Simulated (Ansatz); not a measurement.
Results of LDA (PAW; Ansatz, an electronic-structure program) for rutile SnO2.

Settings: plane-wave cutoff 520 eV, 8×8×8 k mesh, perturbation theory, force constants from a 4×4×4 q mesh, scalar-relativistic PAW data made under PBE.

Computed at the level's own relaxed cell. Harmonic vibrational thermodynamics at fixed volume:

| T (K) | S_vib (J/K per mol of atoms) | C_V (J/K per mol of atoms) | F_vib (eV/atom) |
|---|---|---|---|
| 0 | 0.00 | 0.00 | 0.0704 |
| 100 | … | … | … |
| 200 | … | … | … |
| 300 | … | … | … |
| 500 | … | … | … |
| 800 | … | … | … |
| 1000 | … | … | … |

Fill in the missing entries.


- 100, S_vib (J/K per mol of atoms): 4.09
- 100, C_V (J/K per mol of atoms): 7.36
- 100, F_vib (eV/atom): 0.0691
- 200, S_vib (J/K per mol of atoms): 11.56
- 200, C_V (J/K per mol of atoms): 14.45
- 200, F_vib (eV/atom): 0.0609
- 300, S_vib (J/K per mol of atoms): 18.28
- 300, C_V (J/K per mol of atoms): 18.59
- 300, F_vib (eV/atom): 0.0454
- 500, S_vib (J/K per mol of atoms): 28.78
- 500, C_V (J/K per mol of atoms): 22.14
- 500, F_vib (eV/atom): -0.0040
- 800, S_vib (J/K per mol of atoms): 39.61
- 800, C_V (J/K per mol of atoms): 23.76
- 800, F_vib (eV/atom): -0.1115
- 1000, S_vib (J/K per mol of atoms): 44.96
- 1000, C_V (J/K per mol of atoms): 24.17
- 1000, F_vib (eV/atom): -0.1993

The crystal is taken as a harmonic solid at every temperature: melting, phase changes and thermal expansion are not seen.

Note: the run warned that the k mesh is coarse for the response to a field.
